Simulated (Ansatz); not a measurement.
System: 1T (CdI2-type) TiSe2. Method: rVV10 (Ansatz, a program for electronic structure, PAW).

Rigid layers of the crystal as relaxed at this level are moved apart or together:

| run | k mesh | layer repeat (Å) | energy against free layers (meV/Å²) | gap on the mesh (eV) |
|---|---|---|---|---|
| 1 | 12×12×6 | 5.71 | -22.62 | 0.000 |
| 2 | 12×12×6 | 5.86 | -26.20 | 0.000 |
| 3 | 12×12×6 | 6.01 | -27.50 | 0.000 |
| 4 | 12×12×6 | 6.21 | -27.06 | 0.000 |
| 5 | 12×12×6 | 6.51 | -24.29 | 0.000 |
| 6 | 12×12×6 | 7.01 | -17.91 | 0.000 |
| 7 | 12×12×4 | 8.01 | -8.55 | 0.000 |
| 8 | 12×12×4 | 10.01 | -2.42 | 0.000 |

The lowest energy of these points lies at a layer repeat of 6.01 Å.

Spin–orbit coupling is not included.
